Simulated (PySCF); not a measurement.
Unknown: peak-picked proton spectrum

Formula C₅H₉F. The spectrum was simulated from the full spin Hamiltonian at 400 MHz with 0.6 Hz Lorentzian lines, from shifts rounded to 0.01 ppm and J to 0.1 Hz, couplings under 1 Hz left out.

```csv
region,integral (H),ppm,Hz,height
1,1,4.724,1889.8,5
1,,4.704,1881.8,14
1,,4.684,1873.8,14
1,,4.664,1865.8,5
1,,4.656,1862.4,5
1,,4.636,1854.4,14
1,,4.616,1846.4,14
1,,4.596,1838.4,5
2,2,2.028,811.1,3
2,,2.024,809.8,3
2,,2.010,804.1,3
2,,2.007,802.7,9
2,,2.003,801.2,9
2,,2.000,799.9,4
2,,1.989,795.7,4
2,,1.986,794.2,10
2,,1.982,792.9,11
2,,1.979,791.7,6
2,,1.976,790.5,3
2,,1.968,787.2,2
2,,1.965,785.9,4
2,,1.962,784.7,6
2,,1.958,783.4,10
2,,1.955,782.0,9
2,,1.952,780.6,4
2,,1.941,776.4,4
2,,1.937,775.0,10
2,,1.934,773.6,10
2,,1.931,772.2,4
2,,1.917,766.6,3
2,,1.913,765.2,3
3,3,1.708,683.2,16
3,,1.705,681.9,30
3,,1.701,680.4,17
3,,1.699,679.6,18
3,,1.695,678.2,30
3,,1.692,676.8,16
3,,1.688,675.2,17
3,,1.685,673.9,30
3,,1.681,672.4,17
3,,1.679,671.6,18
3,,1.675,670.2,29
3,,1.672,668.8,15
4,3,1.151,460.3,50
4,,1.130,451.9,100
4,,1.109,443.5,45
```

$^{13}$C{$^{1}$H} NMR (computed): δ 170.3 (C, d, J = 322.7 Hz), 108.8 (CH, d, J = 16.1 Hz), 27.5 (CH2, d, J = 27.1 Hz), 14.4 (CH3), 10.3 (CH3, d, J = 6.5 Hz).

PySCF calculation with NMR shieldings at HF/pcSseg-2/GIAO, PBE0-D3(BJ)/def2-SVP structure and couplings computed with B3LYP/pcJ-1 (spin–dipole term only in couplings to heteroatoms); a single conformation, gas phase, one averaged value for each set of equivalent atoms, no relativistic terms.

δ = σ(ref) − σ, references computed at the same level: TMS for $^{1}$H (σ = 31.68 ppm) and $^{13}$C (σ = 191.47 ppm).

(1) Analyse the multiplets.

(2) What is the compound?

Results:

(1) $^{1}$H NMR (400 MHz, computed): δ 4.66 (dq, J = 27.4, 8.0 Hz, 1H), 1.97 (dqq, J = 19.3, 8.4, 1.4 Hz, 2H), 1.69 (ddt, J = 8.0, 3.7, 1.4 Hz, 3H), 1.13 (t, J = 8.4 Hz, 3H). These are first-order names from the parameters used; overlap and second-order distortion can hide them in the list.

(2) SMILES C(/C)=C(/F)CC.

Structure with atom numbers: `[CH3:1]/[CH:2]=[C:3](\[F:4])[CH2:5][CH3:6]`. Each H is labelled by its parent atom.

- δ 4.66: H(C2), hydrogen on an alkene CH, coupled to F4 (27.4 Hz), H(C1) (8.0 Hz).
- δ 1.97: H(C5), hydrogen on an allylic sp3 CH2, coupled to F4 (19.3 Hz), H(C6) (8.4 Hz), H(C1) (1.4 Hz).
- δ 1.69: H(C1), hydrogen on an allylic methyl carbon, coupled to H(C2) (8.0 Hz), F4 (3.7 Hz), H(C5) (1.4 Hz).
- δ 1.13: H(C6), hydrogen on a methyl carbon, coupled to H(C5) (8.4 Hz).

The data come from this structure; uniqueness wasn't tested.

Common functionals overestimate the size of one-bond C–F couplings by tens of Hz; these are unscaled. Splittings below 1 Hz are ignored in the labels, and close J values are merged. Unscaled 3J(H,H) at this level run about 10 % above measured values. Shifts are as computed, not scaled to solution data. Of 1211 compounds with measured shifts, 218 miss one by over three times the rms of a fit or turn the order of signals round; such compounds aren't used in these exercises.
